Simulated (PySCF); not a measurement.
# C3H9P: fields and orbitals

Aim: take C3H9P and analyse its density (charges, bond critical points, surface potential), see where an electron leaves and enters and measure its response to a uniform field.

Program: PySCF 2.14.0. Level of theory: levels as typed in each script, gas phase, geometry from GFN2-xTB. These are calculated values, not measurements.

### 1 The system as given

13 atoms, charge 0, spin multiplicity 1.

Bond lengths: C1–P2 1.854 Å, C1–H5 1.088 Å, C1–H6 1.088 Å, C1–H7 1.089 Å, P2–C3 1.853 Å, P2–C4 1.854 Å, C3–H8 1.089 Å, C3–H9 1.088 Å, C3–H10 1.088 Å, C4–H11 1.088 Å, C4–H12 1.088 Å, C4–H13 1.089 Å. Angles: P2–C1–H5 109.1°, P2–C1–H6 109.1°, P2–C1–H7 111.4°, H5–C1–H6 108.4°, H5–C1–H7 109.5°, H6–C1–H7 109.4°, C1–P2–C3 97.9°, C1–P2–C4 97.9°, C3–P2–C4 97.9°, P2–C3–H8 111.4°, P2–C3–H9 109.0°, P2–C3–H10 109.1°, H8–C3–H9 109.5°, H8–C3–H10 109.5°, H9–C3–H10 108.4°, P2–C4–H11 109.1°, P2–C4–H12 109.0°, P2–C4–H13 111.4° and more.

As a file:

```xyz
13
charge 0, multiplicity 1
C    -0.6132   -1.4927    0.2892
P     0.0000    0.0003   -0.6225
C    -0.9863    1.2770    0.2895
C     1.5994    0.2152    0.2893
H    -1.6455   -1.6840    0.0039
H    -0.0128   -2.3545    0.0044
H    -0.5550   -1.3514    1.3677
H    -0.8928    1.1558    1.3681
H    -0.6354    2.2670    0.0041
H    -2.0325    1.1883    0.0043
H     2.2812   -0.5832    0.0042
H     2.0455    1.1660    0.0045
H     1.4478    0.1950    1.3679
```

### 2 Density, bond paths and surface potential (PBE/def2-tzvp)

Contents of input.py:

```python
import numpy as np
from pyscf import gto, scf, dft
from pyscf.scf import atom_ks, atom_hf
from scipy.linalg import block_diag

def solve(mol, dm0=None, hcore=None):
    mf = (dft.UKS if mol.spin else dft.RKS)(mol, xc='pbe')
    mf.grids.level = 3
    mf = mf.density_fit(auxbasis='def2-universal-jkfit')
    mf.conv_tol, mf.max_cycle = 1e-8, 80
    if hcore is not None:
        mf.get_hcore = lambda *args: hcore
    mf.kernel(dm0)
    if not mf.converged:
        mf = mf.newton().run(mf.mo_coeff, mf.mo_occ, max_cycle=30)
    assert mf.converged, 'SCF not converged'
    return mf

mol = gto.M(atom='''
C     -0.61316    -1.49270     0.28915
P      0.00001     0.00025    -0.62250
C     -0.98630     1.27701     0.28955
C      1.59935     0.21521     0.28935
H     -1.64552    -1.68396     0.00394
H     -0.01280    -2.35447     0.00441
H     -0.55498    -1.35140     1.36772
H     -0.89276     1.15584     1.36808
H     -0.63543     2.26704     0.00411
H     -2.03247     1.18833     0.00435
H      2.28119    -0.58322     0.00424
H      2.04554     1.16599     0.00449
H      1.44775     0.19497     1.36790
''', basis='def2-tzvp', charge=0, spin=0, verbose=4)
mf = solve(mol)
mf.analyze()
# spherically averaged free atoms, for the promolecule
atm = atom_ks.get_atm_nrks(mol, xc='pbe')
pro = block_diag(*[(atm[a[0]][2] * atm[a[0]][3]) @ atm[a[0]][2].T for a in mol._atom])
np.savez('result.npz', e=mf.e_tot, c=mf.mo_coeff, occ=mf.mo_occ, eps=mf.mo_energy, pro=pro, dip=mf.dip_moment(verbose=0), s2=mf.spin_square()[0])
```

Run with:

```console
$ OMP_NUM_THREADS=1 python input.py
```

### 4 Removing and adding an electron (PBE/def2-tzvp)

Contents of input.py:

```python
import numpy as np
from pyscf import gto, scf, dft
from pyscf.scf import atom_ks, atom_hf
from scipy.linalg import block_diag

def solve(mol, dm0=None, hcore=None):
    mf = (dft.UKS if mol.spin else dft.RKS)(mol, xc='pbe')
    mf.grids.level = 3
    mf = mf.density_fit(auxbasis='def2-universal-jkfit')
    mf.conv_tol, mf.max_cycle = 1e-8, 80
    if hcore is not None:
        mf.get_hcore = lambda *args: hcore
    mf.kernel(dm0)
    if not mf.converged:
        mf = mf.newton().run(mf.mo_coeff, mf.mo_occ, max_cycle=30)
    assert mf.converged, 'SCF not converged'
    return mf

mol = gto.M(atom='''
C     -0.61316    -1.49270     0.28915
P      0.00001     0.00025    -0.62250
C     -0.98630     1.27701     0.28955
C      1.59935     0.21521     0.28935
H     -1.64552    -1.68396     0.00394
H     -0.01280    -2.35447     0.00441
H     -0.55498    -1.35140     1.36772
H     -0.89276     1.15584     1.36808
H     -0.63543     2.26704     0.00411
H     -2.03247     1.18833     0.00435
H      2.28119    -0.58322     0.00424
H      2.04554     1.16599     0.00449
H      1.44775     0.19497     1.36790
''', basis='def2-tzvp', charge=0, spin=0, verbose=4)
mf = solve(mol)
out = dict(e0=mf.e_tot, dm0=mf.make_rdm1(), c=mf.mo_coeff, occ=mf.mo_occ, eps=mf.mo_energy)
for name, dq, spin in [('cation', 1, 1)]:
    ion = mol.copy().set(charge=mol.charge + dq, spin=spin).build()
    mi = solve(ion)
    if spin and dq > 0 and mol.nao < 130:
        c, _, stable, _ = mi.stability(return_status=True)
        if not stable:
            mi = solve(ion, mi.make_rdm1(c, mi.mo_occ))
    print(name, 'vertical energy change / eV', (mi.e_tot - mf.e_tot) * 27.211386)
    out.update({'e_' + name: mi.e_tot, 'dm_' + name: mi.make_rdm1(), 's2_' + name: mi.spin_square()[0], 'eps_' + name: mi.mo_energy, 'occ_' + name: mi.mo_occ})
# spherically averaged free atoms, for the promolecule
atm = atom_ks.get_atm_nrks(mol, xc='pbe')
pro = block_diag(*[(atm[a[0]][2] * atm[a[0]][3]) @ atm[a[0]][2].T for a in mol._atom])
np.savez('result.npz', pro=pro, **out)
```

### 6 Response to an electric field (PBE/def2-tzvp)

Changes to input.py since step 4:

```diff
@@ -33,13 +33,10 @@
 ''', basis='def2-tzvp', charge=0, spin=0, verbose=4)
+field = np.array([0.004, 0.0, 0.0])  # atomic units
+mol.set_common_orig(mol.atom_charges() @ mol.atom_coords() / mol.atom_charges().sum())
 mf = solve(mol)
-out = dict(e0=mf.e_tot, dm0=mf.make_rdm1(), c=mf.mo_coeff, occ=mf.mo_occ, eps=mf.mo_energy)
-for name, dq, spin in [('cation', 1, 1)]:
-    ion = mol.copy().set(charge=mol.charge + dq, spin=spin).build()
-    mi = solve(ion)
-    if spin and dq > 0 and mol.nao < 130:
-        c, _, stable, _ = mi.stability(return_status=True)
-        if not stable:
-            mi = solve(ion, mi.make_rdm1(c, mi.mo_occ))
-    print(name, 'vertical energy change / eV', (mi.e_tot - mf.e_tot) * 27.211386)
-    out.update({'e_' + name: mi.e_tot, 'dm_' + name: mi.make_rdm1(), 's2_' + name: mi.spin_square()[0], 'eps_' + name: mi.mo_energy, 'occ_' + name: mi.mo_occ})
+out = dict(dm0=mf.make_rdm1(), d0=mf.dip_moment(unit='AU'), e0=mf.e_tot)
+for name, sign in (('p', 1), ('m', -1)):
+    h = mf.get_hcore() + sign * np.einsum('x,xij->ij', field, mol.intor('int1e_r'))
+    mi = solve(mol, mf.make_rdm1(), h)
+    out.update({'dm' + name: mi.make_rdm1(), 'd' + name: mi.dip_moment(unit='AU'), 'e' + name: mi.e_tot})
 # spherically averaged free atoms, for the promolecule
```

(Steps that only read results are left out.)

Q: Predict the outcome of this session. Wanted: dipole moment; HOMO, LUMO; vertical ionisation energy; polarisability along the field.

As calculated:

| quantity | value |
| --- | --- |
| dipole moment (PBE/def2-tzvp) | 1.19 D |
| HOMO, LUMO (PBE/def2-tzvp) | -5.31, 0.40 eV |
| vertical ionisation energy (PBE/def2-tzvp) | 8.43 eV |
| polarisability along the field (PBE/def2-tzvp) | 68.4 bohr³ |

At PBE/def2-tzvp: The highest Hirshfeld charge is on P2 (+0.12 e), the lowest on C1, C3 and C4 (−0.16 e). The ionisation energy from two SCF runs, 8.43 eV, lies 3.1 eV above −ε(HOMO) = 5.31 eV of the same level, PBE/def2-tzvp, since self-interaction lifts this functional's HOMO. All values hold at the given geometry, in the gas phase.
